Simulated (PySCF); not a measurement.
Compound: C₄H₆F (charge +1).
Numbering: `[CH2:1]=[CH:2][CH+:3][CH2:4][F:5]` (hydrogens: H6, H7 on C1; H8 on C2; H9 on C3; H10, H11 on C4)

Structure used (GFN2-xTB), in Å, numbered top down from 1:
```xyz
11
C4H6F angstrom
C      2.036    0.121   -0.188
C      0.718   -0.015   -0.510
C     -0.279    0.048    0.464
C     -1.688   -0.097    0.182
F     -1.980   -0.294   -1.118
H      2.360    0.294    0.829
H      2.805    0.061   -0.946
H      0.419   -0.183   -1.540
H     -0.009    0.213    1.503
H     -2.123   -0.936    0.764
H     -2.255    0.791    0.533
```

The closed-shell ground state was solved at several levels (PySCF, density fitting, gas phase, non-relativistic).

```json
{"level": "PBE0/pcSseg-1", "basis functions": "115", "total energy (Eh)": "-255.2080", "HOMO (eV)": "-14.85", "LUMO (eV)": "-9.77", "gap (eV)": "5.08"}
{"level": "PBE0/def2-SVPD", "basis functions": "151", "total energy (Eh)": "-255.0610", "HOMO (eV)": "-14.90", "LUMO (eV)": "-9.77", "gap (eV)": "5.13"}
```

What might wB97X-D/def2-SVPD (151 basis functions) give for the same quantities?

Total energy -255.2643 Eh, HOMO -16.70 eV, LUMO -7.97 eV, gap 8.73 eV.

Over all these levels, which gives the widest orbital gap and which the narrowest?

wB97X-D/def2-SVPD (range-separated hybrid) has the widest, 8.73 eV, and PBE0/pcSseg-1 (global hybrid, 25 % exact exchange) the narrowest, 5.08 eV. Functional and basis both differ between the two, so the spread mixes both effects.

One conformer stands for the species.

Note: wB97X-D ran without an empirical dispersion term, which enters the total energy and its gradient alone.
